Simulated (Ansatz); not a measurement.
C2H4O2 can be A, `O=CCO`, or B, `COC=O`.

Program: Ansatz. Geometries: PBE0-D4/def2-TZVP. ΔE: electronic, gas phase. CBS: MP2 limit from def2 TZ/QZ plus the TZ coupled-cluster correction, frozen cores. DFT in def2-TZVPP. Each species was taken in one conformer, which may not be the lowest.

A:

```xyz
8

O     0.762    0.663   -1.398
C     0.019   -0.161   -0.934
C    -0.268   -0.225    0.533
O     0.413    0.754    1.242
H    -0.487   -0.912   -1.573
H    -1.359   -0.135    0.663
H    -0.002   -1.236    0.881
H     0.921    1.253    0.585
```

B:

Z-matrix (Å, degrees):
```
C
O 1 1.427
H 1 1.091 2 110.5
H 1 1.087 2 105.9 3 119.7
H 1 1.091 2 110.5 3 -120.5
C 2 1.330 1 115.2 3 60.3
O 6 1.196 2 125.8 1 0.0
H 6 1.100 2 109.2 1 180.0
```

(1) Which is lower in electronic energy at CCSD(T)/CBS, and by how much? (Best estimate.)

(2) Give E(B) − E(A) in kJ/mol with r2SCAN-D4, CCSD/def2-TZVPP, LDA (SPW92), CCSD(T)/def2-TZVPP, CCSD(T)/def2-SVP, MP2/def2-TZVPP, B2PLYP. (Best estimate.)

(3) Does the order hold for the free energy at 298.15 K (harmonic terms from PBE0-D4)? (An estimate is asked.)

Largest T1 diagnostic: 0.015.

Results:

(1) Ansatz gave: B, by 42.5 kJ/mol.

(2) Ansatz gave: r2SCAN-D4 -50.8, CCSD/def2-TZVPP -44.2, LDA (SPW92) -45.9, CCSD(T)/def2-TZVPP -45.7, CCSD(T)/def2-SVP -57.1, MP2/def2-TZVPP -47.4, B2PLYP -49.7. None reverses the order clearly.

(3) Computed: Yes: G(B) − G(A) = -40.8 kJ/mol, for one conformer each.

From BLYP to BHLYP (50 % exact exchange), in def2-TZVPP and without D4, E(B) − E(A) moves by +3.4 kJ/mol. At CCSD(T), def2-SVP lies −14.5 kJ/mol from the extrapolated value and def2-TZVPP −3.1 kJ/mol.
